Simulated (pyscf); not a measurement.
## Routes from HO–BH–F

Candidate steps break at most two bonds and form at most two. Each was searched with GFN2-xTB (tblite) first. Optimised with ωB97X-D3(BJ)/def2-SVP in PySCF. Correlated levels are frozen-core, on RHF or UHF. ΔMP2 is the change of the MP2 total energy from the triple- to the quadruple-zeta basis. Energies: CCSD(T)/def2-TZVPP + ΔMP2(QZVPP), kJ/mol, from the reactant's lowest minimum found, singlet surface; ΔG‡ with ideal gas, 1 atm, RRHO with modes under 100 cm⁻¹ raised to 100, one conformer, R ln 2 for chiral ones without a mode under 150 cm⁻¹.

```csv
products,type,ΔE‡,ΔE,ΔG‡ 298 K,ΔG‡ 900 K,ν‡ (cm⁻¹)
HB=O + HF,elimination,249.7,+194.8,233.6,234.5,1076i
B–OH [singlet] + HF,"1,1-elimination",434.2,+380.7,414.2,406.1,1192i
```

Row 1: On the product side the descent ends in a complex, 24.6 kJ/mol under the separated species and 63.8 kJ/mol under the saddle at ωB97X-D3(BJ)/def2-TZVP. Row 2: On the product side the descent ends in a bound adduct, 40.0 kJ/mol under the separated species and 71.8 kJ/mol under the saddle at ωB97X-D3(BJ)/def2-TZVP. 

Plain bond fissions and candidates not yet searched are not listed, and one of them may be faster. Each barrier is that of the saddle found; lower ones may exist. The CCSD(T) − MP2 part came from Ansatz, without density fitting, on the same reference.
